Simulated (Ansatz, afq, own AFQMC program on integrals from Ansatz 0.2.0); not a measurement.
# BHO, singlet: AFQMC among the cluster methods

```csv
atom,x (Å),y (Å),z (Å)
B,0.0000,0.0000,0.0084
O,0.0000,0.0000,-1.1895
H,0.0000,0.0000,1.1811
```

Connectivity, by distances: BH–O.

Basis cc-pVTZ. Only valence electrons are correlated. Ansatz 0.2.0 and our own AFQMC program on the same integrals; the CISD trial comes from CCSD amplitudes, and released means the phaseless constraint is let go. Free projection: walkers drawn from exp(T), propagated without any constraint. Its projection time is finite, and what remains of the start isn't in its error. ± is one standard error of the sampling.

Determinant: RHF, the one that the program's search chose, which needn't be the lowest solution. The geometry is a PBE0/def2-TZVP stationary point of this or a neighbouring charge and spin state.

No full CI on the walks' own integrals is used here; CCSDT(Q) serves as the reference and is uncertain by about the last step of the cluster series.

* T1 diagnostic: 0.0198
* weight of the determinant in the CISD state: 0.899
* size of the correlated space: 10 electrons in 72 orbitals

Reference: CCSDT(Q), correlation energy -9.513 eV. The released energy is read at 1.50 1/Eh (meV from the phaseless value at times in 1/Eh: -6 ± 4 at 0.24, -3 ± 4 at 0.50, 3 ± 5 at 1.00, -2 ± 5 at 1.50).

| level | E − E(reference) (mEh) | share of correlation (%) |
| --- | --- | --- |
| HF | 349.60 | 0.00 |
| MP2 | 19.09 | 94.54 |
| CCSD | 15.69 | 95.51 |
| CCSD(T) | 1.14 | 99.67 |
| CCSDT | 0.95 | 99.73 |
| ph-AFQMC/HF | -5.79 ± 0.94 | 101.66 |
| ph-AFQMC/CISD | 0.25 ± 0.18 | 99.93 |
| released AFQMC | 0.17 ± 0.20 | 99.95 |
| free AFQMC | 0.15 ± 0.28 | 99.96 |

Free projections are given only where their last times agree within the noise and don't stop above the reference; a slow remainder of the start can still hide under it. A walk keeps the symmetry of its determinant, which the program's search chose and which needn't be the lowest solution, so a lower state of the same spin and another symmetry isn't excluded. Released energies are given only where the last usable release times agree within the noise; a slower fall can still hide under it.
